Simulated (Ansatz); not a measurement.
**NaBi2: from a trial structure to a relaxed crystal**

Level of theory: DFT PBE, scalar-relativistic, plane waves, PAW (Ansatz 0.2.0). Cutoff 420 eV, Γ-centred k mesh, Gaussian smearing, no spin polarisation in the final step.

The start puts NaBi2 on the sites of a reported TbCd2 cell (P6/mmm, No. 191), with Na in place of Tb, Bi in place of Cd, at a guessed volume.

```yaml
crystal:
  lattice:
    - [4.99968, 0.00000, 0.00000]
    - [-2.49984, 4.32985, 0.00000]
    - [0.00000, 0.00000, 3.51659]
  atoms:
    - { symbol: Na, position: [0.00000, 0.00000, 0.00000] }
    - { symbol: Bi, position: [0.33333, 0.66667, 0.50000] }
    - { symbol: Bi, position: [0.66667, 0.33333, 0.50000] }
```

Cell and atoms relax at zero pressure; the relaxation can't lower the symmetry of the start. After a coarse first stage the cell is made exact in the group found at 0.06 Å.

Energies over the elements count from the elements' standard structures at the same level, with no empirical corrections.

Problem. What does it relax into?

Solution. It keeps P6/mmm (No. 191). Conventional cell: a = 5.742 Å, c = 3.344 Å. Na is coordinated by 2 Na at 3.34 Å and 12 Bi at 3.71 Å; Bi is coordinated by 5 Bi at 3.32–3.34 Å and 6 Na at 3.71 Å.

```xyz
3
Lattice="5.7419 0.0000 0.0000 -2.8710 4.9727 0.0000 0.0000 0.0000 3.3436" Properties=species:S:1:pos:R:3 pbc="T T T"
Na    0.0000    0.0000    0.0000
Bi    0.0000    3.3151    1.6718
Bi    2.8710    1.6576    1.6718
```

Problem. What are its volume, energy, density and gap?

Solution. The volume per atom is 31.82 Å³, the density is 7.67 g/cm³ and the energy over the elements is -0.18 eV/atom. The gap on the 12×12×12 mesh is 0 eV (a metal).

The final run used a 12×12×12 mesh on its 3-atom cell and 0.10 eV smearing. For metals, differences of a few meV/atom aren't resolved. Spin–orbit coupling is left out. Symmetry constrained the relaxation, so the result can be a saddle point. The steps took about 120 core-seconds in all.

Cost: 3 runs of about 2 core-minutes in all, on Arm Neoverse V2 (shared hosts).